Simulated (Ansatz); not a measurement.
Calculated with Ansatz (gas phase, PBE0-D4/def2-TZVP geometries, no zero-point term in ΔE). CCSD(T)/CBS adds triple-zeta CCSD(T) − MP2 to the extrapolated MP2 energy (def2 sets, frozen cores). Functionals use def2-TZVPP. B3LYP here is the variant with VWN-RPA as its local correlation; programs differ in this. One conformer a species, not always the lowest.

`CC(O)(Cl)CF` → `COC(F)CCl`  (isomerisation)

CCSD(T)/CBS gives +40.6 kJ/mol.

Q: Another level gave +35.9 kJ/mol. Which?
A. HF/def2-TZVPP
B. PBE/def2-TZVPP
C. r2SCAN/def2-TZVPP
D. B3LYP/def2-TZVPP

A: B. PBE 35.9, r2SCAN 40.3, B3LYP 28.7, HF/def2-TZVPP 19.7 kJ/mol.

Largest T1 diagnostic among the species: 0.011.

In def2-TZVPP, CCSD(T) changes the Hartree–Fock value by +18.0 kJ/mol (the triples alone add +2.7 kJ/mol) and MP2 by +23.9 kJ/mol. The D4 term adds +5.0 kJ/mol with B3LYP and +2.3 kJ/mol with PBE0; it sums over pairs of atoms, weighted by their polarisabilities, and B3LYP, whose exchange is more repulsive, gets the larger term.

CCSD(T)/CBS has its own doubt, a few kJ/mol and more with outer-core shells, so smaller differences from it don't rank the levels.
